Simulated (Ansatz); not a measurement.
# BHNSi: the cost of one run

Method: def2-TZVPP, core rule «outside noble gas», up to 7 orbitals frozen; program: Ansatz 0.2.0, Gaussian basis.

To be run: UHF; ROHF; CCSD(T) on UHF.

## 1. The system

The geometry is a PBE0/def2-TZVP stationary point (not a proven minimum) of the parent state, kept for this charge and spin.

4 atoms, charge 0, spin multiplicity 6.

Atoms are counted from 1 here; the program's logs count them from 0.

Bond lengths: N1–B2 1.336 Å, N1–Si3 1.777 Å, B2–Si3 2.063 Å, B2–H4 1.181 Å. Angles: B2–N1–Si3 81.7°, N1–B2–Si3 58.5°, N1–B2–H4 153.5°, Si3–B2–H4 148.1°, N1–Si3–B2 39.9°.

Geometry (Å):

```xyz
4

N     0.00000   -0.75980    0.66543
B     0.00000    0.47397    1.17782
Si    0.00000    0.15170   -0.85953
H     0.00000    1.24763    2.07000
```

## 2. UHF

Input file in.yaml:

```yaml
crystal:
  periodic: [false, false, false]
  atoms:
    - {symbol: N, position_ang: [0.000000, -0.759800, 0.665432]}
    - {symbol: B, position_ang: [0.000000, 0.473968, 1.177819]}
    - {symbol: Si, position_ang: [0.000000, 0.151704, -0.859531]}
    - {symbol: H, position_ang: [0.000000, 1.247631, 2.069996]}
basis:
  gaussian: {orbitals: def2-TZVPP}
magnetization: {spin_polarized: true, initial_magnetization: 5}
hamiltonian: {xc: hf}
output: {orbitals: {seedname: orbitals}}
```

The run is started by

```
$ ansatz run in.yaml --threads 1 --pin off --events-out ev --progress --plain --max-ram 4096MiB --backend cpu
```

What time and memory should one allow on 1 thread of AMD EPYC 7R13, shared host?

About 6 s, with a peak of 0.26 GiB.
